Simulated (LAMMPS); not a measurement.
Results of the machine-learned potential SNAP WBe_Wood_PRB2019.snap (LAMMPS) for hcp Be.

Computed at the level's own relaxed cell.

```yaml
crystal:
  lattice:
    - [2.23951, 0.00000, 0.00000]
    - [-1.11976, 1.93947, 0.00000]
    - [0.00000, 0.00000, 3.60432]
  atoms:
    - { symbol: Be, position: [0.66667, 0.33333, 0.75000] }
    - { symbol: Be, position: [0.33333, 0.66667, 0.25000] }
```

Task: Give the elastic tensor (Voigt notation, GPa, ions relaxed, in the Cartesian axes of the cell as printed).

Result: 
```
  346.9    31.3   -21.9     0.0     0.0     0.0
   31.3   346.9   -21.9     0.0     0.0     0.0
  -21.9   -21.9   363.9     0.0     0.0     0.0
    0.0     0.0     0.0   141.3     0.0     0.0
    0.0     0.0     0.0     0.0   141.3     0.0
    0.0     0.0     0.0     0.0     0.0   157.8
```

Measured, for comparison: elastic constant C11 299 ± 0.6 GPa, elastic constant C12 27.6 ± 0.8 GPa, elastic constant C44 166 ± 0.5 GPa, elastic constant C33 342 ± 1 GPa, elastic constant C13 11 ± 5 GPa (0 K, extrapolated to 0 K; as tabulated in Elastic Constants of Single Crystal Beryllium, J. Appl. Phys., doi …). Computed (rounded) less measured: elastic constant C11 +16 %, elastic constant C12 +13 %, elastic constant C44 -15 %, elastic constant C33 +6 %, elastic constant C13 -299 %.

A machine-learned potential is trained on density-functional data: it inherits that level's misses and adds fitting errors of its own.

Note: the potential file covers more elements than this solid holds.

Computed values are for the static lattice.
